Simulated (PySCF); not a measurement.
Geometry:
| atom | x (Å) | y (Å) | z (Å) |
| --- | --- | --- | --- |
| C1 | -1.493 | 0.083 | 0.265 |
| C2 | -0.186 | 0.088 | -0.510 |
| C3 | 1.016 | -0.283 | 0.343 |
| O4 | 2.214 | -0.344 | -0.383 |
| H5 | -1.710 | -0.917 | 0.675 |
| H6 | -1.463 | 0.786 | 1.114 |
| H7 | -2.343 | 0.369 | -0.371 |
| H8 | -0.235 | -0.612 | -1.360 |
| H9 | -0.016 | 1.090 | -0.948 |
| H10 | 1.090 | 0.416 | 1.203 |
| H11 | 0.865 | -1.286 | 0.776 |
| H12 | 2.377 | 0.530 | -0.753 |

Geometry: PBE0-D3(BJ)/def2-SVP; GIAO shifts from PySCF 2.14, gas phase, non-relativistic, averaged over equivalent atoms.

At PBE0/STO-3G (28 basis functions, 1.8 s wall time on 1 thread of an Arm Neoverse V1, shared host):
```json
{"atoms": "C3", "δ (ppm)": "54.4"}
{"atoms": "C2", "δ (ppm)": "26.2"}
{"atoms": "C1", "δ (ppm)": "18.7"}
{"atoms": "O4", "δ (ppm)": "-1.1"}
{"atoms": "H10/H11", "δ (ppm)": "1.82"}
{"atoms": "H8/H9", "δ (ppm)": "0.77"}
{"atoms": "H5/H6/H7", "δ (ppm)": "0.67"}
{"atoms": "H12", "δ (ppm)": "-2.58"}
```

δ = σ(ref) − σ, references computed at the same level: TMS for 13C (σ = 234.69 ppm) and 1H (σ = 32.60 ppm); H2O for 17O (σ = 341.71 ppm).

Problem. What do these become at PBE0/pcSseg-1?

Solution. 
```
   atoms  δ at PBE0/pcSseg-1  change
      C3                68.1   +13.7
      C2                31.2    +5.0
      C1                10.9    -7.8
      O4                44.4   +45.5
 H10/H11                3.44   +1.62
   H8/H9                1.34   +0.57
H5/H6/H7                0.86   +0.19
     H12               -0.36   +2.22
```

δ = σ(ref) − σ, references computed at the same level: TMS for 13C (184.41 ppm) and 1H (31.27 ppm); 17O (334.56 ppm) vs H2O.

The largest change is at O4 (alcohol oxygen). Cost: 108 basis functions, 6.2 s wall time on 1 thread of an Arm Neoverse V1, shared host. The order of the carbon signals is the same at both levels.

Experimental scales use liquid or dissolved standards, which lie at an offset from isolated H2O (liquid H2O: subtract about 36 ppm).
